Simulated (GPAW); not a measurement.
**CH2ClN (SMILES [H]/N=C/Cl): levels of theory compared**

We compute a comparison of 3 runs (BLYP/real-space grid, PBE/real-space grid, PBE/dzp) of CH2ClN. Input form: an ASE script.

Program for the calculation: GPAW 26.7.0.

2 further runs of the same task are left out: 2 that didn't finish.

## (1) The structure to begin with

CH2ClN has 5 atoms, charge 0, and is taken as a singlet. As SMILES, `[H]/N=C/Cl`. The coordinates come from a PBE0-D4/def2-TZVP relaxation.

Bond lengths: N1–C2 1.247 Å, C2–Cl3 1.729 Å, N1–H4 1.019 Å, C2–H5 1.091 Å. Angles: N1–C2–Cl3 121.0°, N1–C2–H5 128.0°, Cl3–C2–H5 111.0°, C2–N1–H4 110.5°.

## (2) Energy and one-electron properties at BLYP/real-space grid (scalar-relativistic datasets) (run 1)

Input file sp.py:

```python
import numpy as np
from ase.io.zmatrix import parse_zmatrix
from ase.units import Debye
from gpaw import GPAW, setup_paths
from gpaw.atom.configurations import parameters
from gpaw.atom.generator import Generator

zmat = """
N
C 1 r2
Cl 2 r3 1 a3
H 1 r4 2 a4 3 d4
H 2 r5 1 a5 4 d5
"""
values = dict(r2=1.24737, r3=1.729185, a3=120.99915, r4=1.018888, a4=110.46376, d4=-179.99394, r5=1.090826, a5=127.98924, d5=0.00376)
system = parse_zmatrix(zmat, defs=values)
system.set_cell([12.0, 12.0, 12.0])
system.center()

for symbol in ['C', 'Cl', 'H', 'N']:
    Generator(symbol, xcname='BLYP', scalarrel=True, nofiles=True, txt=None).run(**parameters[symbol])
setup_paths.insert(0, '.')

calc = GPAW(mode='fd', eigensolver='davidson', h=0.2, maxiter=100, xc='BLYP', txt='-')
system.calc = calc

energy = system.get_potential_energy()
print(f'Energy: {energy:.5f} eV')
forces = system.get_forces()
print('Forces (eV/Ang)')
for symbol, f in zip(system.symbols, forces):
    print(f'{symbol:2} {f[0]:9.4f} {f[1]:9.4f} {f[2]:9.4f}')
dipole = system.get_dipole_moment() / Debye
print(f'Dipole = {np.linalg.norm(dipole):.3f} D')
homo, lumo = calc.get_homo_lumo()
print(f'HOMO = {homo:.3f} eV')
print(f'LUMO                    {lumo:.3f} eV')
print(f'Gap: {lumo - homo:.3f} eV')
```

On the command line:

```console
$ python3 sp.py
```

Output:

```text
[...]
Number of symmetries: 1
[...]
  Number of IBZ points: 1
[...]
Spin-components: 1 (collinear spins)
Bands:           14
[...]
  Valence electrons: 18.0
[...]
  Grid points: [60 60 60]
  Charge: 0.0  # |e|
[...]
    cutoffs:
[...]
occupation numbers:
  # Zero width
[...]
xc functional:
  name: BLYP with 2 nearest neighbor stencil
[...]
|iter     |     time |      energy | eigst |  dens |
[...]
|iter:   1| 00:00:10 |  -27.474296 | +1.14 |       |
[...]
|iter:  23| 00:01:32 |  -24.966388c| -7.42c| -5.57c|
Converged in 23 steps
[...]
Energy contributions relative to reference atoms: (reference = -15098.037463)
Energy contributions:
  Kinetic:          30.151359
  Coulomb:         -32.974339
  Zero:              0.871608
  External:          0.000000
  Xc:              -23.015017
  Entropy:           0.000000
  Spinorbit:         0.000000
  ----------------------------
  Free energy:     -24.966388
  Extrapolated:    -24.966388
dipole moment: (0.140559, -0.483694, 0.000031)  # |e|*Ang
Fermi level: -4.439
Eigenvalues  # (at kpt = [0.000, 0.000, 0.000])
| band index |      eig [eV] | occ [0-2] |
|------------|---------------|-----------|
|          0 |       -23.611 |     2.000 |
|          1 |       -21.125 |     2.000 |
|          2 |       -15.004 |     2.000 |
|          3 |       -13.345 |     2.000 |
|          4 |       -10.973 |     2.000 |
|          5 |        -9.753 |     2.000 |
|          6 |        -7.721 |     2.000 |
|          7 |        -7.387 |     2.000 |
|          8 |        -7.006 |     2.000 |
|          9 |        -1.873 |     0.000 |
|         10 |        -0.663 |     0.000 |
|         11 |        -0.420 |     0.000 |
[...]
Gap: 5.134 eV
Transition (v -> c):
[...]
Forces (eV/Ang)
N    -0.7076    0.2576    0.0004
C     0.3891   -0.4494    0.0002
Cl    0.4904    0.7144   -0.0001
H    -0.2181   -0.2716   -0.0002
H     0.0955   -0.1010    0.0000
Dipole = 2.419 D
HOMO = -7.006 eV
LUMO                    -1.873 eV
Gap: 5.134 eV
```

It took 97 s on 1 thread of AMD EPYC (Zen 3), shared host; peak memory 0.49 GiB.

## (3) The charge distribution at PBE/real-space grid (scalar-relativistic datasets) (run 2)

Input file calc.py:

```python
import numpy as np
from ase.io.zmatrix import parse_zmatrix
from ase.units import Debye
from gpaw import GPAW

atoms = parse_zmatrix("""
N
C 1 1.24737
Cl 2 1.729185 1 120.99915
H 1 1.018888 2 110.46376 3 -179.99394
H 2 1.090826 1 127.98924 4 0.00376
""")
atoms.center(vacuum=4.5)

dft = GPAW(mode='fd', h=0.18, xc='PBE', maxiter=150, txt='-')
atoms.calc = dft

energy = atoms.get_potential_energy()
print(f'Energy: {energy:.5f} eV')
forces = atoms.get_forces()
print('Forces (eV/Ang)')
for symbol, f in zip(atoms.symbols, forces):
    print(f'{symbol:2} {f[0]:9.4f} {f[1]:9.4f} {f[2]:9.4f}')
dipole = atoms.get_dipole_moment() / Debye
print(f'Dipole: {np.linalg.norm(dipole):.3f} D')
homo, lumo = dft.get_homo_lumo()
print(f'HOMO: {homo:.3f} eV')
print(f'LUMO = {lumo:.3f} eV')
print(f'Gap: {lumo - homo:.3f} eV')
```

On the command line:

```console
$ python calc.py > calc.log
```

Output:

```text
[...]
Number of symmetries: 1
[...]
  Number of IBZ points: 1
[...]
Spin-components: 1 (collinear spins)
Bands:           14
[...]
  Valence electrons: 18.0
[...]
  Grid points: [64 64 52]
  Charge: 0.0  # |e|
[...]
    cutoffs:
[...]
occupation numbers:
  # Zero width
[...]
xc functional:
  name: PBE with 2 nearest neighbor stencil
[...]
|iter     |     time |      energy | eigst |  dens |
[...]
|iter:   1| 00:00:09 |  -28.723385 | +1.17 |       |
[...]
|iter:  14| 00:01:06 |  -26.292955c| -7.49c| -5.85c|
Converged in 14 steps
[...]
Energy contributions relative to reference atoms: (reference = -15089.279340)
Energy contributions:
  Kinetic:          28.929089
  Coulomb:         -31.673309
  Zero:              0.612289
  External:          0.000000
  Xc:              -24.161023
  Entropy:           0.000000
  Spinorbit:         0.000000
  ----------------------------
  Free energy:     -26.292955
  Extrapolated:    -26.292955
dipole moment: (0.134490, -0.487610, 0.000031)  # |e|*Ang
Fermi level: -4.543
Eigenvalues  # (at kpt = [0.000, 0.000, 0.000])
| band index |      eig [eV] | occ [0-2] |
|------------|---------------|-----------|
|          0 |       -23.835 |     2.000 |
|          1 |       -21.304 |     2.000 |
|          2 |       -15.154 |     2.000 |
|          3 |       -13.458 |     2.000 |
|          4 |       -11.117 |     2.000 |
|          5 |        -9.934 |     2.000 |
|          6 |        -7.872 |     2.000 |
|          7 |        -7.542 |     2.000 |
|          8 |        -7.103 |     2.000 |
|          9 |        -1.983 |     0.000 |
|         10 |        -0.535 |     0.000 |
|         11 |        -0.377 |     0.000 |
[...]
Gap: 5.120 eV
Transition (v -> c):
[...]
Forces (eV/Ang)
N    -0.7158    0.2767   -0.0003
C     0.4604   -0.1664    0.0001
Cl    0.2500    0.3814   -0.0003
H    -0.1652   -0.3112   -0.0002
H     0.1809   -0.1853    0.0000
Dipole: 2.430 D
HOMO: -7.103 eV
LUMO = -1.983 eV
Gap: 5.120 eV
```

It took 68 s on 1 thread of AMD EPYC (Zen 3), shared host; peak memory 0.55 GiB.

## (4) The charge distribution at PBE/dzp (scalar-relativistic datasets) (run 3)

Input file calc.py:

```python
import numpy as np
from ase.io.zmatrix import parse_zmatrix
from ase.units import Debye
from gpaw import GPAW

# Set up the molecule
zmat = """
N
C 1 r2
Cl 2 r3 1 a3
H 1 r4 2 a4 3 d4
H 2 r5 1 a5 4 d5
"""
values = dict(r2=1.24737, r3=1.729185, a3=120.99915, r4=1.018888, a4=110.46376, d4=-179.99394, r5=1.090826, a5=127.98924, d5=0.00376)
atoms = parse_zmatrix(zmat, defs=values)
atoms.center(vacuum=4.5)

# Ground state
calc = GPAW(mode="lcao", xc="PBE", basis="dzp", h=0.18, maxiter=150, txt="-")
atoms.calc = calc

energy = atoms.get_potential_energy()
print(f"Energy: {energy:.5f} eV")
forces = atoms.get_forces()
print("Forces (eV/Ang)")
for symbol, f in zip(atoms.symbols, forces):
    print(f'{symbol:2} {f[0]:9.4f} {f[1]:9.4f} {f[2]:9.4f}')
dipole = atoms.get_dipole_moment() / Debye
print(f"Dipole = {np.linalg.norm(dipole):.3f} D")
homo, lumo = calc.get_homo_lumo()
print(f"HOMO: {homo:.3f} eV")
print(f"LUMO                    {lumo:.3f} eV")
print(f"Gap                     {lumo - homo:.3f} eV")
```

On the command line:

```console
$ python calc.py > calc.log
```

Output:

```text
[...]
Number of symmetries: 1
[...]
  Number of IBZ points: 1
[...]
basis functions: 49
Spin-components: 1 (collinear spins)
Bands:           14
[...]
  Valence electrons: 18.0
[...]
  Grid points: [64 64 52]
  Charge: 0.0  # |e|
[...]
    cutoffs:
[...]
occupation numbers:
  # Zero width
[...]
xc functional:
  name: PBE with 2 nearest neighbor stencil
[...]
|iter     |     time |      energy | eigst |  dens |
[...]
|iter:   1| 00:00:14 |  -26.027514 |      c|       |
[...]
|iter:   9| 00:00:29 |  -24.681049c|      c| -4.26c|
Converged in 9 steps
[...]
Energy contributions relative to reference atoms: (reference = -15089.279340)
Energy contributions:
  Kinetic:          27.695762
  Coulomb:         -28.008668
  Zero:              0.330586
  External:          0.000000
  Xc:              -24.698729
  Entropy:           0.000000
  Spinorbit:         0.000000
  ----------------------------
  Free energy:     -24.681049
  Extrapolated:    -24.681049
dipole moment: (0.132039, -0.415278, 0.000027)  # |e|*Ang
Fermi level: -4.049
Eigenvalues  # (at kpt = [0.000, 0.000, 0.000])
| band index |      eig [eV] | occ [0-2] |
|------------|---------------|-----------|
|          0 |       -23.570 |     2.000 |
|          1 |       -20.891 |     2.000 |
|          2 |       -14.824 |     2.000 |
|          3 |       -13.154 |     2.000 |
|          4 |       -10.739 |     2.000 |
|          5 |        -9.534 |     2.000 |
|          6 |        -7.367 |     2.000 |
|          7 |        -7.078 |     2.000 |
|          8 |        -6.671 |     2.000 |
|          9 |        -1.428 |     0.000 |
|         10 |         0.584 |     0.000 |
|         11 |         1.618 |     0.000 |
[...]
Gap: 5.243 eV
Transition (v -> c):
[...]
Forces (eV/Ang)
N    -1.8486    0.9033   -0.0000
C     1.1863    0.2075    0.0001
Cl    0.3568    0.5134   -0.0003
H    -0.3369   -0.9239   -0.0001
H     0.5991   -0.7167    0.0000
Dipole = 2.093 D
HOMO: -6.671 eV
LUMO                    -1.428 eV
Gap                     5.243 eV
```

Wall time 32 s (1 thread of AMD EPYC (Zen 3), shared host); peak memory 0.53 GiB.

## (5) Overview of the runs

| run | level | grid spacing | box rule | energy (Eh) | dipole moment (D) | HOMO energy (eV) | LUMO energy (eV) | wall time |
| --- | --- | --- | --- | --- | --- | --- | --- | --- |
| 1 | BLYP/real-space grid (scalar-relativistic datasets) | 0.2 | cube | -555.760141 | 2.42 | -7.01 | -1.87 | 97 s |
| 2 | PBE/real-space grid (scalar-relativistic datasets) | 0.18 | center | -555.487036 | 2.43 | -7.10 | -1.98 | 68 s |
| 3 | PBE/dzp (scalar-relativistic datasets) | 0.18 | center | -555.427800 | 2.09 | -6.67 | -1.43 | 32 s |

## (6) Outcome

```
                                                     quantity        value
run 3: energy as printed (from the program's reference atoms)  -24.6810 eV
                                         run 3: dipole moment       2.09 D
                                           run 3: HOMO energy     -6.67 eV
                                           run 3: LUMO energy     -1.43 eV
                                         run 3: HOMO–LUMO gap      5.24 eV
                              run 3: largest force on an atom   2.057 eV/Å
```

In words: The dipole moment (its size) runs from 2.09 D (PBE/dzp) to 2.43 D (PBE/real-space grid). The HOMO–LUMO gap runs from 5.12 eV (PBE/real-space grid) to 5.24 eV (PBE/dzp). Totals of different functionals can't be ranked against each other. All runs together took 3.3 min, the longest 97 s.
